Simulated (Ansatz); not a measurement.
# Mg (Mg, hcp): the cost of one run

Computed with Ansatz 0.2.0 (DFT LDA (PW92), plane waves (420 eV) with PAW, scalar-relativistic; the PAW data stem from PBE, with regenerated cores, unless a step says otherwise).

### 1 The starting structure

It takes space group P6_3/mmc (No. 194, hexagonal). The conventional cell has a = 3.209 Å, b = 3.209 Å, c = 5.210 Å, α = 90.00°, β = 90.00°, γ = 120.00°. Around Mg (site symmetry -6m2) lie 12 Mg at 3.20 to 3.21 Å.

As a file:

```xyz
2
Lattice="3.2093 0.0000 0.0000 -1.6046 2.7793 0.0000 0.0000 0.0000 5.2103" Properties=species:S:1:pos:R:3 pbc="T T T"
Mg    0.0000    1.8529    1.3026
Mg    1.6046    0.9264    3.9077
```

### 2 Relaxation of the cell

input.yaml reads:

```yaml
crystal:
  lattice:
    - [3.2092715325, 0.0, 0.0]
    - [-1.6046357662, 2.7793106748, 0.0]
    - [0.0, 0.0, 5.21033]
  atoms:
    - { symbol: Mg, position: [0.3333333333, 0.6666666667, 0.25] }
    - { symbol: Mg, position: [0.6666666667, 0.3333333333, 0.75] }
hamiltonian:
  xc: lda
  pseudopotentials:
    kind: paw
    azcp:
      Mg: "pseudopotentials/Mg.paw.azcp"
basis:
  ecutwfc: 420
  fft_grid_basis: typed
kpoints:
  mp_grid: { grid: [11, 11, 6], shift: [0, 0, 0] }
magnetization:
  spin_polarized: false
scf:
  occupations: { method: fermi_dirac, width: 0.1 }
relax:
  max_steps: 60
  f_tol: 0.01
  cell: {}
```

**Question.** How long does this run take on 1 thread of an x86-64 CPU, shared host, and how much memory does it need?

About 9.2 s, with a peak of 0.52 GiB.
